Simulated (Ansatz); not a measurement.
A calculation with Ansatz (development build ahead of 0.2.0).

```yaml
crystal:
  periodic: [false, false, false]
  atoms:
    - { symbol: C, position_ang: [0.0, 0.0, -0.88575] }
    - { symbol: S, position_ang: [0.0, 0.0, 0.88575] }
basis:
  gaussian: { orbitals: def2-SVP }
total_charge: -1
magnetization:
  spin_polarized: true
  initial_magnetization: 1
hamiltonian:
  xc: hf
correlation:
  method: mp2
  frozen_orbitals: { C: 1, S: 5 }
```

The input is written out in the form of the current development build from the run's settings.

The run gave:

| Quantity | Value |
| --- | --- |
| Converged | yes |
| Reference energy | -435.13099 hartree |
| Correlation energy | -0.22157 hartree |
| Total energy | -435.35256 hartree |
| Spin squared of the determinant | 0.795 |
| Stability test | minimum |
| Occupied orbitals by symmetry in an Abelian subgroup (alpha; beta) | 7 A1 3 B1 2 B2; 7 A1 2 B1 2 B2 |

Messages of the program:
```
mean field -11840.51740512 eV, -435.1309888471 hartree, gradient 3.5e-6 eV, S^2 0.794562; 13 other ends of a descent, 0 dependent functions left out
```

Caution: no diffuse functions for an anion.
